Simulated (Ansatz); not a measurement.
## How methods differ on C2F3 (trifluorovinyl radical)

C2F3: 5 atoms, total charge 0, spin state doublet. As SMILES, `F[C]=C(F)F`. The coordinates come from a PBE0-D4/def2-TZVP relaxation.

Each level gives the electronic atomisation energy (eV). The values are calculated. Electronic energies at fixed atoms, without zero-point motion or spin-orbit coupling.

| level | kind | program | value (eV) | CPU time (all runs) |
| --- | --- | --- | --- | --- |
| USVWN5/aug-cc-pVDZ | LDA | Ansatz | 25.04 | 14 s |
| U-r2SCAN/aug-cc-pVDZ | meta-GGA | Ansatz | 20.05 | 51 s |
| U-r2SCAN0/aug-cc-pVDZ | hybrid meta-GGA | Ansatz | 19.07 | 66 s |
| U-wB97M-V/aug-cc-pVDZ | range-separated hybrid | Ansatz | 19.66 | 3.9 min |
| U-wB97X/aug-cc-pVDZ | range-separated hybrid | Ansatz | 19.68 | 1.9 min |
| UPBE-QIDH/aug-cc-pVDZ | double hybrid | Ansatz | 19.20 | 39 s |
| RPA@PBE0/aug-cc-pVDZ | RPA | Ansatz | 17.20 | 56 s |
| UCCSD/aug-cc-pVDZ | coupled cluster or CI | Ansatz | 17.57 | 6.7 min |

The values span 17.20 to 25.04 eV. Spin contamination of the reference (⟨S²⟩ at least 0.1 too high) touches UCCSD/aug-cc-pVDZ. Times are those of the runs behind each value, whatever else they computed, on shared processors of several kinds: orders of magnitude only.
